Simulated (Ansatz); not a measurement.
Results of r²SCAN in Ansatz (plane waves, PAW) for solid CO2 (dry ice).

Numerical settings: plane-wave cutoff 560 eV, 6×6×6 k mesh, Fermi–Dirac smearing 0.01 eV, scalar-relativistic PAW data made under PBE.

Response to compression and expansion:

Shape and atoms are relaxed at each volume.

| V (Å³/atom) | P (GPa) | direct gap at Γ (eV) |
|---|---|---|
| 13.897 | 0.39 | 7.561 |
| 14.186 | 0.18 | 7.539 |
| 14.476 | -0.01 | 7.519 |
| 14.765 | -0.16 | 7.502 |
| 15.055 | -0.27 | 7.487 |

A straight line through the gaps at Γ against ln V gives a volume deformation potential dE_g(Γ)/d ln V of -0.9 eV: the gap at Γ widens under compression.

Note: the cell comes from a level without a dispersion term, which matters for the spacing of layers, chains or molecules; the bulk modulus comes from volumes at which shape and atoms were relaxed.

Ansatz is a program for electronic structure.
